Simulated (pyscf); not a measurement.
Optimised with ωB97X-D3(BJ)/def2-SVP in PySCF. Correlated levels are frozen-core, on RHF or UHF. ΔMP2 is the change of the MP2 total energy from the triple- to the quadruple-zeta basis.

SMILES: [CH3][Zn][Cl]
```xyz
6

C     -0.9940     0.6623    -0.4028
Zn    -1.0536    -1.0616     0.4639
Cl    -1.1183    -2.9493     1.4135
H     -2.0082     1.0665    -0.5510
H     -0.5107     0.5921    -1.3905
H     -0.4258     1.3887     0.2002
```
Charge 0, spin multiplicity 1.

List the bond dissociation enthalpies at 298 K of `[CH3][Zn][Cl]` from CCSD(T)/def2-TZVPP + ΔMP2(QZVPP), from the weakest bond up.

C–Zn to CH₃• + [Cl–Zn]•: 3.33 eV; C–H to •H₂C–Zn–Cl + H•: 4.41 eV; Cl–Zn to [H₃C–Zn]• + Cl•: 4.83 eV. Ring and multiple bonds, and those that leave no two simple radicals, are not listed. The radicals are drawn with the spin at the cut bond; how far it spreads was not checked. Other isomers of •H₂C–Zn–Cl, [H₃C–Zn]• were not searched in full and may lie lower. The CCSD(T) − MP2 part came from Ansatz, without density fitting, on the same reference. The frozen core leaves the outer d or s,p core shells of the metals and heavy elements correlated in the MP2 and CC values, and def2-TZVPP describes them poorly, which can shift differences by a few kcal/mol. Left out: the spin-orbit lowering of Cl. The term symbol of open-shell Cl–Zn was not checked; spin-orbit terms are left out. Elements up to Kr have no core potential and no relativistic terms here.
